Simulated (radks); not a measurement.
# Cl⁴⁺ in [Ne] 3s2 3p0.5 3d0.5: an all-electron calculation

An exercise on one series of results from a longer session: the logs are not shown, and one member is left open.

Program: radks (a radial shooting solver on a logarithmic mesh, Libxc functionals) version 1. Level of theory: non-relativistic Kohn-Sham, TPSS, spin-unpolarised, spherical densities, point nucleus. These are calculated values, not measurements, unless marked.

## The system

* element: chlorine (Z = 17)
* charge: +4
* electrons: 13
* configuration: [Ne] 3s2 3p0.5 3d0.5

The first run:

The run's settings:

```text
Z 17
configuration [Ne] 3s2 3p0.5 3d0.5 4s0 4p0
relativity non-relativistic
functional tpss,tpss
spin unpolarised
nucleus point
```

One table of the session follows, with a row left open; its other results are not shown here.

It belongs to the step «Orbitals and density». From the orbitals of this run (lengths in bohr):

```
level      <r>  outermost maximum (interpolated)  90 % within  nodes
   1s  0.09131                            0.0599        0.163      0
   2s        ?                                 ?            ?      ?
   2p   0.4048                             0.301        0.671      0
   3s    1.356                              1.21         1.99      2
   3p    1.446                              1.27         2.17      1
   3d    1.622                              1.34         2.54      0
   4s    3.012                              2.89         4.27      3
   4p    3.275                              3.15         4.67      2
```

Estimate the missing values for 2s.

As computed: <r>: 0.4436; outermost maximum (interpolated): 0.362; 90 % within: 0.692; nodes: 1. In the column «<r>» it lies between 2p (0.4048) and 3s (1.356).
